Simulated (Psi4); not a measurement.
Reaction (SMILES): N#N (N2) + 3 [H][H] (H2) → 2 N (NH3)
B3LYP-D3(BJ)/def2-TZVP geometries, fixed; electronic energies without zero-point terms.

Basis-set convergence of the energy of full hydrogenation at MP2 with Psi4. Cartesian d functions, on some or all atoms, in 6-31G*, 6-31+G*; all else is spherical. Density fitting with the program's default auxiliary sets. Cores are frozen. Psi4's default fitting sets serve the pcseg sets less well. No added dispersion term, no relativity. Functions are those of the species that has most. Reference: Hartree-Fock in aug-cc-pVQZ plus the correlation part extrapolated as X^-3 from aug-cc-pVTZ and aug-cc-pVQZ, -39.79 kcal/mol, itself unsure by roughly 0.39 kcal/mol (a third of the extrapolation step and of the last Hartree-Fock step). Deviations are taken from unrounded values.

```csv
basis,functions,energy of full hydrogenation (kcal/mol)
cc-pVDZ,29,-24.52
aug-cc-pVDZ,50,-40.59
def2-SVP,29,-27.46
def2-SVPD,44,-44.39
pcseg-1,29,-27.30
aug-pcseg-1,50,-38.11
6-31G*,30,-15.52
6-31+G*,38,-22.64
6-311G**,36,-26.16
6-311+G**,44,-31.66
def2-TZVP,62,-29.37
def2-TZVPD,74,-32.31
cc-pVTZ,72,-34.78
aug-cc-pVTZ,115,-39.29
pcseg-2,72,-38.14
aug-pcseg-2,115,-39.57
def2-TZVPP,73,-36.32
def2-TZVPPD,88,-38.39
cc-pVQZ,145,-37.77
aug-cc-pVQZ,218,-39.30
def2-QZVPP,147,-39.13
def2-QZVPPD,162,-39.29
pcseg-3,159,-39.39
aug-pcseg-3,232,-39.36
```

What the diffuse functions change, pair by pair:
- cc-pVDZ to aug-cc-pVDZ: 21 more functions, deviation 15.27 to -0.80 kcal/mol
- def2-SVP to def2-SVPD: 15 more functions, deviation 12.33 to -4.61 kcal/mol
- pcseg-1 to aug-pcseg-1: 21 more functions, deviation 12.49 to 1.68 kcal/mol
- 6-31G* to 6-31+G*: 8 more functions, deviation 24.27 to 17.15 kcal/mol
- 6-311G** to 6-311+G**: 8 more functions, deviation 13.63 to 8.13 kcal/mol
- def2-TZVP to def2-TZVPD: 12 more functions, deviation 10.42 to 7.48 kcal/mol
- cc-pVTZ to aug-cc-pVTZ: 43 more functions, deviation 5.01 to 0.50 kcal/mol
- pcseg-2 to aug-pcseg-2: 43 more functions, deviation 1.65 to 0.22 kcal/mol
- def2-TZVPP to def2-TZVPPD: 15 more functions, deviation 3.47 to 1.40 kcal/mol
- cc-pVQZ to aug-cc-pVQZ: 73 more functions, deviation 2.02 to 0.49 kcal/mol
- def2-QZVPP to def2-QZVPPD: 15 more functions, deviation 0.66 to 0.49 kcal/mol
- pcseg-3 to aug-pcseg-3: 73 more functions, deviation 0.39 to 0.43 kcal/mol

Leaving out the reference's own pair, they bring the value nearer the reference by more than 0.39 kcal/mol in 9 of 11 pairs.
